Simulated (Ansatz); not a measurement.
Species: SO2, charge 0, triplet. This triplet is an excited state, 3.2 eV above the singlet at CCSD(T)/cc-pV(5+d)Z (Ansatz, a first-principles code). SO2 (parent SMILES S(=O)=O, triplet).
B3LYP-D3(BJ)/def2-TZVP minimum from Ansatz:
```
S
O 1 1.5003
O 1 1.5003 2 125.56
```
Charge 0, spin multiplicity 3.

Total energies in cc-pV(T+d)Z, 18 correlated electrons, 7 frozen orbitals. UHF or UKS for unpaired electrons; spin-orbit terms are left out. Correlated methods leave the cores frozen. No relativity. The UHF reference of O2S (parent SMILES O=S=O, triplet) is spin-contaminated (<S^2> up to 0.09 over the pure value in the sets run). The determinant of O2S (parent SMILES O=S=O, triplet) is a saddle point of the SCF energy; a lower one exists, which strains HF and MP2. The spin of O2S (parent SMILES O=S=O, triplet) was assumed, and the state is the lowest solution found for it.

| method | program | energy (Eh) | minus CCSDT(Q) (mEh) |
|---|---|---|---|
| HF | Ansatz | -547.20468 | 669.60 |
| MP2 | Ansatz | -547.83036 | 43.91 |
| CCSD | Ansatz | -547.83661 | 37.66 |
| CCSD(T) | Ansatz | -547.86998 | 4.29 |
| CCSDT(Q) | Ansatz | -547.87427 | 0.00 |
